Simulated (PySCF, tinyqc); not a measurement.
RHF in the sto-3g basis, for CH2, spin multiplicity 1, step by step. The lowest restricted solution is unstable here: a spin-polarised one lies 0.0280 hartree lower (PySCF). One step of it, computed by the program tinyqc.

Task: Iteration 7 (converged): orbitals. Diagonalise F' = X^T F X, C = X C', fill 4 alpha and 4 beta electrons from the bottom; D = 2 C_occ C_occ^T. Each column has its largest component positive (the first on a tie).

converged F (hartree), order 1C 1s, 1C 2s, 1C 2px, 1C 2py, 1C 2pz, 2H 1s, 3H 1s:
```
[[-11.002407, -2.954781, 0.000000, 0.000115, -0.025516, -0.580079, -0.591623],
 [-2.954781, -1.436378, 0.000000, 0.001552, -0.070439, -0.609112, -0.616672],
 [0.000000, 0.000000, 0.231112, 0.000000, 0.000000, 0.000000, 0.000000],
 [0.000115, 0.001552, 0.000000, -0.182774, 0.001572, -0.341956, 0.344184],
 [-0.025516, -0.070439, 0.000000, 0.001572, -0.220171, -0.268837, -0.270428],
 [-0.580079, -0.609112, 0.000000, -0.341956, -0.268837, -0.405588, -0.177657],
 [-0.591623, -0.616672, 0.000000, 0.344184, -0.270428, -0.177657, -0.412244]]
```

X, order 1C 1s, 1C 2s, 1C 2px, 1C 2py, 1C 2pz, 2H 1s, 3H 1s:
```
[[1.026754, -0.149886, 0.000000, 0.000141, -0.011446, 0.024526, 0.024711],
 [-0.149886, 1.222506, 0.000000, -0.002077, 0.110285, -0.283106, -0.288169],
 [0.000000, 0.000000, 1.000000, 0.000000, 0.000000, 0.000000, 0.000000],
 [0.000141, -0.002077, 0.000000, 1.130049, -0.001015, -0.235581, 0.238858],
 [-0.011446, 0.110285, 0.000000, -0.001015, 1.061350, -0.158334, -0.160643],
 [0.024526, -0.283106, 0.000000, -0.235581, -0.158334, 1.190414, -0.022121],
 [0.024711, -0.288169, 0.000000, 0.238858, -0.160643, -0.022121, 1.195395]]
```

Give: F' = X^T F X; orbital energies; coefficients C; D after iteration 7.

Result:

F' = X^T F X (hartree):
```
[[-10.7721, -1.5557, 0.0000, 0.0001, -0.0513, -0.0586, -0.0619],
 [-1.5557, -0.6378, 0.0000, -0.0013, 0.1290, -0.3808, -0.3862],
 [0.0000, 0.0000, 0.2311, 0.0000, 0.0000, 0.0000, 0.0000],
 [0.0001, -0.0013, 0.0000, 0.1084, 0.0000, -0.3924, 0.3956],
 [-0.0513, 0.1290, 0.0000, 0.0000, -0.0838, -0.2708, -0.2731],
 [-0.0586, -0.3808, 0.0000, -0.3924, -0.2708, -0.0033, -0.0361],
 [-0.0619, -0.3862, 0.0000, 0.3956, -0.2731, -0.0361, -0.0017]]
```

orbital energies (hartree): [-11.0081, -0.7969, -0.4875, -0.2993, 0.2311, 0.5718, 0.6297]

coefficients C, order 1C 1s, 1C 2s, 1C 2px, 1C 2py, 1C 2pz, 2H 1s, 3H 1s:
```
[[0.9933, -0.2200, -0.0015, 0.1315, 0.0000, -0.1599, 0.0107],
 [0.0283, 0.7079, 0.0068, -0.5956, 0.0000, 0.9119, -0.0644],
 [0.0000, 0.0000, 0.0000, 0.0000, 1.0000, 0.0000, 0.0000],
 [-0.0001, -0.0027, 0.5268, 0.0008, 0.0000, 0.0651, 1.0525],
 [0.0053, 0.1455, -0.0011, 0.7656, 0.0000, 0.7615, -0.0501],
 [-0.0062, 0.2624, 0.4669, 0.2539, 0.0000, -0.8556, -0.7039],
 [-0.0063, 0.2678, -0.4641, 0.2508, 0.0000, -0.7643, 0.8135]]
```

D after iteration 7, order 1C 1s, 1C 2s, 1C 2px, 1C 2py, 1C 2pz, 2H 1s, 3H 1s:
```
[[2.1047, -0.4120, 0.0000, -0.0003, 0.1480, -0.0624, -0.0630],
 [-0.4120, 1.7134, 0.0000, 0.0024, -0.7058, 0.0750, 0.0737],
 [0.0000, 0.0000, 0.0000, 0.0000, 0.0000, 0.0000, 0.0000],
 [-0.0003, 0.0024, 0.0000, 0.5550, -0.0008, 0.4909, -0.4900],
 [0.1480, -0.7058, 0.0000, -0.0008, 1.2146, 0.4640, 0.4628],
 [-0.0624, 0.0750, 0.0000, 0.4909, 0.4640, 0.7027, -0.1654],
 [-0.0630, 0.0737, 0.0000, -0.4900, 0.4628, -0.1654, 0.7001]]
```
